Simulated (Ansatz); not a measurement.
# CH4B radical: single points off equilibrium

A test off equilibrium: a structure displaced at random from a GFN2-xTB minimum is computed at several levels, and each is set against CCSD(T).

Method: single points in def2-TZVPP; program: Ansatz 0.2.0, Gaussian basis.

Cores are frozen in the correlated methods. Orbitals are unrestricted.

## Step 1: Where the work starts

6 atoms, charge 0, spin multiplicity 2.

Atoms are counted from 1 here; the program's logs count them from 0.

Bond lengths: B1–C2 1.630 Å, B1–H3 1.096 Å, B1–H4 1.216 Å, C2–H5 0.998 Å, C2–H6 0.952 Å. Angles: C2–B1–H3 121.0°, C2–B1–H4 115.5°, H3–B1–H4 123.2°, B1–C2–H5 126.9°, B1–C2–H6 125.1°, H5–C2–H6 107.4°.

Geometry (Å):

| atom | x (Å) | y (Å) | z (Å) |
| --- | --- | --- | --- |
| B1 | 0.09460 | -0.83290 | 0.08200 |
| C2 | 0.01320 | 0.79260 | -0.00830 |
| H3 | 1.05080 | -1.35700 | -0.03090 |
| H4 | -0.97430 | -1.40810 | 0.16060 |
| H5 | 0.57200 | 1.38970 | -0.57980 |
| H6 | -0.66980 | 1.32890 | 0.38140 |

## Step 2: CCSD(T)/def2-TZVPP

Input file run/in.yaml:

```yaml
crystal:
  periodic: [false, false, false]
  atoms:
    - {symbol: B, position_ang: [0.094600, -0.832900, 0.082000]}
    - {symbol: C, position_ang: [0.013200, 0.792600, -0.008300]}
    - {symbol: H, position_ang: [1.050800, -1.357000, -0.030900]}
    - {symbol: H, position_ang: [-0.974300, -1.408100, 0.160600]}
    - {symbol: H, position_ang: [0.572000, 1.389700, -0.579800]}
    - {symbol: H, position_ang: [-0.669800, 1.328900, 0.381400]}
basis:
  gaussian: {orbitals: def2-TZVPP}
magnetization: {spin_polarized: true, initial_magnetization: 1}
correlation: {method: ccsd_t}
scf: {omitted_lower_state_checks: [cluster_reference]}
output: {forces: true}
```

No record of the launch command was kept for these runs.

## Step 3: PBE0-D4/def2-TZVPP

run/in.yaml: that of step 2 with these lines changed.

```diff
@@ -12,4 +12,3 @@
 magnetization: {spin_polarized: true, initial_magnetization: 1}
-correlation: {method: ccsd_t}
-scf: {omitted_lower_state_checks: [cluster_reference]}
-output: {forces: true}
+hamiltonian: {xc: pbe0, dispersion: d4}
+output: {forces: true, orbitals: {seedname: orbitals}}
```

## Step 4: wB97M-V/def2-TZVPP

run/in.yaml: that of step 3 with these lines changed.

```diff
@@ -12,3 +12,3 @@
 magnetization: {spin_polarized: true, initial_magnetization: 1}
-hamiltonian: {xc: pbe0, dispersion: d4}
-output: {forces: true, orbitals: {seedname: orbitals}}
+hamiltonian: {xc: {name: wB97M-V}}
+output: {forces: true}
```

## Step 5: r2SCAN-D4/def2-TZVPP

run/in.yaml: that of step 4 with these lines changed.

```diff
@@ -12,3 +12,3 @@
 magnetization: {spin_polarized: true, initial_magnetization: 1}
-hamiltonian: {xc: {name: wB97M-V}}
+hamiltonian: {xc: r2scan, dispersion: d4}
 output: {forces: true}
```

## Step 6: PBE-D4/def2-TZVPP

run/in.yaml: that of step 5 with these lines changed.

```diff
@@ -12,3 +12,3 @@
 magnetization: {spin_polarized: true, initial_magnetization: 1}
-hamiltonian: {xc: r2scan, dispersion: d4}
+hamiltonian: {xc: pbe, dispersion: d4}
 output: {forces: true}
```

## Step 7: SPW92/def2-TZVPP

run/in.yaml: that of step 6 with these lines changed.

```diff
@@ -12,3 +12,3 @@
 magnetization: {spin_polarized: true, initial_magnetization: 1}
-hamiltonian: {xc: pbe, dispersion: d4}
+hamiltonian: {xc: lda}
 output: {forces: true}
```

## Step 8: BHLYP-D4/def2-TZVPP

run/in.yaml: that of step 7 with these lines changed.

```diff
@@ -12,3 +12,3 @@
 magnetization: {spin_polarized: true, initial_magnetization: 1}
-hamiltonian: {xc: lda}
+hamiltonian: {xc: {name: BHLYP}, dispersion: d4}
 output: {forces: true}
```

(Steps that only read results are left out.)

**Question.** What will these runs give? Wanted: energy less free atoms, CCSD(T)/def2-TZVPP; RMS force component; RMS force error; HOMO and LUMO, PBE0-D4; T1 diagnostic.

As calculated:

| quantity | value |
| --- | --- |
| energy less free atoms, CCSD(T)/def2-TZVPP | -455.5 kcal/mol |
| RMS force component | 2.912 to 3.280 eV/Å over the methods |
| RMS force error | PBE0-D4 0.118, wB97M-V 0.085, r2SCAN-D4 0.085, PBE-D4 0.180, SPW92 0.363, BHLYP-D4 0.140 eV/Å |
| HOMO and LUMO, PBE0-D4 | -7.23 and -3.02 eV |
| T1 diagnostic | 0.015 |

What this shows: Against CCSD(T) the functionals' energies less atoms differ by -63.2 to -11.3 kcal/mol, PBE-D4 by -17.0 kcal/mol. The reference is not at the basis limit: in triple zeta CCSD(T) underbinds, which counts against methods that bind more; the gaps are no ranking. The forces of r2SCAN-D4 come nearest to CCSD(T), those of SPW92 are farthest. Frozen-core CCSD(T) forces in triple zeta carry basis errors of their own, and this is one geometry, so small gaps rank nothing.
